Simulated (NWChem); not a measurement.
# HF/STO-3G run of HNO3 (peroxynitrous acid)

What is the vertical ionisation energy of HNO3 (peroxynitrous acid) at HF/STO-3G? 

The calculation is run with NWChem 7.3.0.

24 further runs of the same task are left out: 3 that didn't finish, 21 set aside as unsound or not needed. Runs told in other sessions of the task aren't counted.

### 1 Starting point

HNO3: 5 atoms, total charge 0, spin state singlet. As SMILES, `O=NOO`. The shape is that of a PBE0-D4/def2-TZVP optimisation. This is one conformer, not always the lowest.

Bond lengths: O1–N2 1.180 Å, N2–O3 1.353 Å, O3–O4 1.401 Å, O4–H5 0.984 Å. Angles: O1–N2–O3 114.6°, N2–O3–O4 114.1°, O3–O4–H5 101.0°.

### 2 Energy and gradient at HF/STO-3G

File hno3.nw:

```
start hno3
title "HNO3 hf"
memory stack 880 mb heap 220 mb global 1100 mb
charge 0
geometry noautosym nocenter noautoz
   O      0.136350    -0.835310     0.979060
   N     -0.871770    -0.628300     0.400790
   O     -0.775090     0.288530    -0.589000
   O      0.508600     0.826880    -0.747550
   H      1.001920     0.348200    -0.043280
end
basis spherical bse
   O library STO-3G
   N library STO-3G
   H library STO-3G
end
scf
   thresh 1e-08
   maxiter 80
   print medium
end
task scf gradient
```

Started as:

```console
$ nwchem hno3.nw > hno3.out
```

Standard output:

```text
[...]
  functions       =    21
[...]
  wavefunction    = RHF
[...]
         Total SCF energy =   -275.701142035185
      One-electron energy =   -627.928535535412
      Two-electron energy =    227.722178123689
 Nuclear repulsion energy =    124.505215376539
        Time for solution =      0.4s
[...]
                         RHF ENERGY GRADIENTS
    atom               coordinates                        gradient
                 x          y          z           x          y          z
   1 O       0.257664  -1.578507   1.850155   -0.105970   0.017971  -0.056559
   2 N      -1.647406  -1.187315   0.757383    0.111604   0.028140   0.007045
   3 O      -1.464708   0.545243  -1.113049   -0.005040  -0.049345   0.053327
   4 O       0.961115   1.562577  -1.412665    0.015104  -0.009243   0.015523
   5 H       1.893354   0.658003  -0.081787   -0.015698   0.012477  -0.019335
[...]
```

Run time: 1.1 s. Hardware: 1 thread of Intel Xeon 6975P-C (Granite Rapids), shared host; peak memory 0.099 GiB.

### 3 The doublet cation: a single-point energy at UHF/STO-3G

File hno3.xyz:

```xyz
5
HNO3
O      0.136350    -0.835310     0.979060
N     -0.871770    -0.628300     0.400790
O     -0.775090     0.288530    -0.589000
O      0.508600     0.826880    -0.747550
H      1.001920     0.348200    -0.043280
```

File hno3.nw:

```
start hno3
title "HNO3"
memory 2200 mb
charge 1
geometry units angstroms noautosym nocenter noautoz
  load hno3.xyz
end
basis spherical bse
  O library STO-3G
  N library STO-3G
  H library STO-3G
end
scf
  doublet
  uhf
  thresh 1e-08
  maxiter 80
  print low
end
task scf energy
```

Started as:

```console
$ nwchem hno3.nw > hno3.out
```

Standard output:

```text
[...]
  functions       =    21
[...]
  wavefunction    = UHF
[...]
         Total SCF energy =   -275.371340397490
      One electron energy =   -614.750603827235
      Two electron energy =    214.874048053207
 Nuclear repulsion energy =    124.505215376539
                       Sz =      0.5000
                 Sz(Sz+1) =      0.7500
                      S^2 =      0.8490
[...]
```

Wall time 2.6 s (1 thread of Intel Xeon 6975P-C (Granite Rapids), shared host); peak memory 0.096 GiB.

### 4 Summary of results

Level: HF/STO-3G.

```
                                          quantity          value
                        singlet HNO3: total energy  -275.70114 Eh
                       singlet HNO3: dipole moment         1.34 D
                         singlet HNO3: HOMO energy      -10.19 eV
                         singlet HNO3: LUMO energy        5.42 eV
                       singlet HNO3: HOMO–LUMO gap       15.61 eV
            singlet HNO3: largest force on an atom     6.246 eV/Å
                      doublet cation: total energy  -275.37134 Eh
                              doublet cation: ⟨S²⟩          0.849
vertical ionisation energy (to the doublet cation)       8.974 eV
```

In words: Removing an electron at fixed nuclei costs 8.97 eV (866 kJ/mol). The largest force (singlet HNO3) is 6.25 eV/Å: too large for a shape near rest; a basis without polarisation functions on a geometry from another level can give that. −ε(HOMO) before ionisation, 10.19 eV, is 1.21 eV above this ionisation energy. In a minimal basis such a difference can be off by several eV, whatever the method.
